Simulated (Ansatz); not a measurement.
# Match the barriers

Saddle point of Si2NH9, singlet (Si₂H₆ ([SiH3][SiH3]) + NH₃ → SiNH₅ ([NH2][SiH3]) + SiH₄; bonds formed: Si1–N7, Si2–H6; bonds broken: Si1–Si2, H6–N7), PBE0-D4/def2-TZVP structure:

| atom | x (Å) | y (Å) | z (Å) |
| --- | --- | --- | --- |
| Si1 | -1.2271 | 0.5057 | -0.2779 |
| Si2 | 0.8658 | -1.4379 | 0.7459 |
| H3 | -2.1022 | 1.5588 | -0.8945 |
| H4 | -1.5256 | 0.5003 | 1.1640 |
| H5 | -1.4407 | -0.7224 | -1.0642 |
| H6 | 0.9694 | 0.5522 | -0.1899 |
| N7 | 0.3894 | 1.3651 | -0.6550 |
| H8 | 1.8375 | -1.4277 | 1.8973 |
| H9 | -0.3174 | -2.1759 | 1.3181 |
| H10 | 1.4587 | -2.4526 | -0.1970 |
| H11 | 0.5874 | 1.4657 | -1.6489 |
| H12 | 0.5051 | 2.2685 | -0.1979 |

Program: Ansatz 0.2.0. Basis: def2-TZVPP, with def2-QZVPP for the basis limit. Cores are frozen in the correlated methods. B3LYP uses VWN-RPA correlation. Extrapolation: Hartree–Fock as exp(−7.88 √X), correlation as X^−2.97. Four methods, as single points on the PBE0-D4 structures, gave these electronic barriers from the start structure: 154.1, 175.0, 182.7, 224.6 kJ/mol.

**Question.** The methods were, in alphabetical order, B3LYP-D4, HF, MP2, PBE-D4. Which gave which? (Judge from chemistry; the calculation decides.)

**Answer.** The calculation gives: PBE-D4 154.1; B3LYP-D4 175.0; MP2 182.7; HF 224.6 kJ/mol. For comparison, CCSD(T) at an estimated basis limit (MP2 extrapolated from triple and quadruple zeta, plus CCSD(T) − MP2 in triple zeta) gives 183.9 kJ/mol.

T1 diagnostic: at most 0.013.

Labels in which every atom is bracketed show which atoms are joined, not bond orders.

For scale, one of the runs: CCSD(T)/def2-TZVPP, 241 basis functions, launched by `ansatz run in.yaml --threads 4 --pin off --events-out ev --progress --plain --max-ram 9574MiB`. Hardware: 4 CPU threads of an Arm Neoverse V1, shared host. Wall time 74 s; peak host memory 4.3 GiB.
